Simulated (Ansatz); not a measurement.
Born–Oppenheimer molecular dynamics of BH$_{5}$O (7 atoms, charge 0, multiplicity 1). It starts at the highest image of a converged band, a first-order saddle point between two minima.

These are results of RKS PBE/def2-TZVP (Ansatz), not measurements.

| Quantity | Value |
| --- | --- |
| ensemble | NVE (velocity Verlet) |
| time step | 0.5 fs |
| steps asked | 200 |
| starting velocities drawn for | 100 K |
| seed | 10929 |

First frame:

```xyz
7
Properties=species:S:1:pos:R:3
B -0.300 0.325 -0.311
O 0.754 -0.861 -0.092
H -1.048 0.085 -1.217
H 0.175 1.422 -0.177
H -0.177 -0.574 0.740
H -0.984 0.076 0.810
H 1.579 -0.472 0.248
```

(1) What does the run give?

(2) What happens to the structure?

(3) How do temperature and energy run in time?

## Answers

(1) The run went to its last step.

| Quantity | Value |
| --- | --- |
| steps done | 200 |
| time covered | 100 fs |
| mean temperature over the second half | 2108 K |
| spread of the potential energy over the second half | 5.3 meV per atom |
| mean potential energy of the second half above the start | -185.4 meV per atom |

The conserved energy stayed within 0.076 meV per atom of its start (net change -0.074 meV per atom), so the integration is sound. The system heated up, since it started high on the potential surface and ran downhill. A run of 0.1 ps of so small a system gives no equilibrium averages. The orbitals stay closed-shell, which can raise the energy where a bond breaks towards radicals; this wasn't checked here.

(2) The step under study would form B1–H6, O2–H5 and break B1–O2, H5–H6. These pairs go: B1–H6 1.34 → 10.30 Å, O2–H5 1.28 → 10.71 Å, B1–O2 1.60 → 1.36 Å, H5–H6 1.04 → 0.76 Å. In the last frame they stand as before the step (other bonds may differ from the relaxed reactants and products). Also parted: B1–H5 1.39 → 9.84 Å. It ends as BH3O + H2. Pairs count as bonded within 1.25 times the sum of covalent radii (0.12 Å more for H–H). Another seed would give other details.

(3) 
| time (fs) | T (K) | potential energy less start (eV) | conserved less start (meV/atom) |
| --- | --- | --- | --- |
| 0.0 | 100 | 0.000 | 0.00 |
| 3.0 | 60 | 0.026 | 0.03 |
| 6.0 | 49 | 0.033 | 0.02 |
| 9.0 | 74 | 0.017 | 0.04 |
| 12.0 | 200 | -0.064 | 0.05 |
| 15.0 | 489 | -0.251 | 0.04 |
| 18.0 | 931 | -0.537 | 0.01 |
| 21.0 | 1403 | -0.842 | -0.01 |
| 24.0 | 1780 | -1.086 | -0.04 |
| 27.0 | 1914 | -1.172 | -0.04 |
| 30.0 | 1921 | -1.176 | 0.04 |
| 33.0 | 2106 | -1.297 | -0.02 |
| 36.0 | 2207 | -1.362 | -0.02 |
| 39.0 | 2119 | -1.305 | 0.01 |
| 42.0 | 2033 | -1.249 | 0.03 |
| 45.0 | 2070 | -1.273 | 0.01 |
| 48.0 | 2140 | -1.319 | 0.00 |
| 51.0 | 2140 | -1.319 | 0.00 |
| 54.0 | 2073 | -1.275 | 0.01 |
| 57.0 | 2087 | -1.284 | 0.02 |
| 60.0 | 2185 | -1.348 | -0.03 |
| 63.0 | 2109 | -1.298 | 0.01 |
| 66.0 | 2032 | -1.249 | 0.02 |
| 69.0 | 2049 | -1.260 | 0.02 |
| 72.0 | 2149 | -1.324 | -0.02 |
| 75.0 | 2154 | -1.328 | -0.02 |
| 78.0 | 2058 | -1.265 | 0.03 |
| 81.0 | 2088 | -1.285 | -0.01 |
| 84.0 | 2136 | -1.316 | 0.00 |
| 87.0 | 2156 | -1.329 | -0.04 |
| 90.0 | 2002 | -1.229 | 0.06 |
| 93.0 | 2057 | -1.265 | 0.00 |
| 96.0 | 2147 | -1.323 | 0.01 |
| 99.0 | 2229 | -1.376 | -0.06 |

Time of the run: 97 s on 2 threads of AMD EPYC 7R43 64-Core Processor (Zen 3) (shared host), peak memory 0.13 GiB.
